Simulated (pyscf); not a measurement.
This saddle point was located with ωB97X-D3(BJ)/def2-SVP in PySCF.

```xyz
10

O      0.2092    -0.4885     1.2001
Ta    -0.9705    -0.2251    -0.1377
O     -0.2499    -0.4819    -1.8785
O     -2.0600     1.3181     0.0766
O     -2.2097    -1.6231     0.0020
H      0.5781    -0.1687    -2.2574
H     -1.8216     2.2151     0.3329
H     -2.5643    -2.4129     0.4118
F      0.7084     1.3461    -0.0317
H      0.7900     0.5664     0.7645
```
Charge 0, spin multiplicity 1.

Surface: singlet, charge 0. Lowest wavenumbers (cm⁻¹): 735i, 106, 142, 169, 178.

What reaction is this the transition state of?

O=Ta(OH)(OH)–OH + hydrogen fluoride (HF) <-> HO–Ta(OH)(OH)(OH)–F, an addition across a multiple bond or ene-type step read from left to right: F–H broken and H–O, F–Ta formed. At ωB97M-D3(BJ)/def2-TZVP it lies -20.3 kJ/mol from the left side and +114.7 kJ/mol from the right (each side as separated species at their lowest minima found). On the reactant side the descent ends in a bound adduct, 42.7 kJ/mol under the separated species and 17.6 kJ/mol under the saddle at ωB97X-D3(BJ)/def2-TZVP. At ωB97M-D3(BJ) the saddle lies under the separated reactants, which points to a path from their complex (located at ωB97X-D3(BJ) alone). This is the saddle that the search found; another between the same sides may lie lower. Elements past Kr carry the def2 core potentials, without spin-orbit coupling.
